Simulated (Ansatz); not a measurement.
Geometry optimisation, RHF/def2-SVP in Ansatz 0.2.0.

Input:

```yaml
crystal:
  periodic: [false, false, false]
  atoms:
    - { symbol: C, position_ang: [-1.0616, -0.0393, 0.2496] }
    - { symbol: C, position_ang: [0.3146, -0.0764, -0.2604] }
    - { symbol: O, position_ang: [0.3723, 0.4411, -1.5824] }
    - { symbol: F, position_ang: [0.7647, -1.3629, -0.3515] }
    - { symbol: S, position_ang: [1.464, 0.7744, 0.8191] }
    - { symbol: H, position_ang: [-1.7733, -0.5224, -0.4462] }
    - { symbol: H, position_ang: [-1.194, -0.4506, 1.2299] }
    - { symbol: H, position_ang: [-1.4335, 1.0561, 0.2659] }
    - { symbol: H, position_ang: [1.3058, 0.2043, -1.7995] }
    - { symbol: H, position_ang: [1.3241, -0.0756, 1.8785] }
basis:
  gaussian: { orbitals: def2-SVP }
hamiltonian:
  xc: hf
relax:
  f_tol: 0.015
  max_steps: 40
```

Command:

```bash
$ ansatz run input.yaml --threads 1 --pin off --max-ram 2048MiB --backend cpu --events-out ev --progress --plain --runs-dir out
```

Q: Where does it end, and by what steps?

A: The run converged. After 7 steps the energy has fallen by 0.435 eV; H10 moved furthest, 0.22 Å.

```
step  energy less start (eV)  largest force component (eV/Å)  accepted
   0                  0.0000                           3.069       yes
   1                 -0.3568                           1.546       yes
   2                 -0.4205                           0.367       yes
   3                 -0.4305                           0.156       yes
   4                 -0.4262                           0.365        no
   5                 -0.4337                           0.080       yes
   6                 -0.4351                           0.050       yes
   7                 -0.4353                           0.010       yes
```

```xyz
10
Properties=species:S:1:pos:R:3
C -1.138 -0.005 0.207
C 0.298 -0.098 -0.242
O 0.406 0.395 -1.500
F 0.666 -1.405 -0.238
S 1.479 0.804 0.842
H -1.753 -0.575 -0.488
H -1.247 -0.417 1.208
H -1.460 1.034 0.207
H 1.303 0.331 -1.800
H 1.530 -0.114 1.808
```

Whether the end is a true minimum wasn't checked by a vibrational analysis.

Run time: 16 s on 1 thread of Intel(R) Xeon(R) 6975P-C (Granite Rapids), with other jobs on the host, peak memory 0.21 GiB.
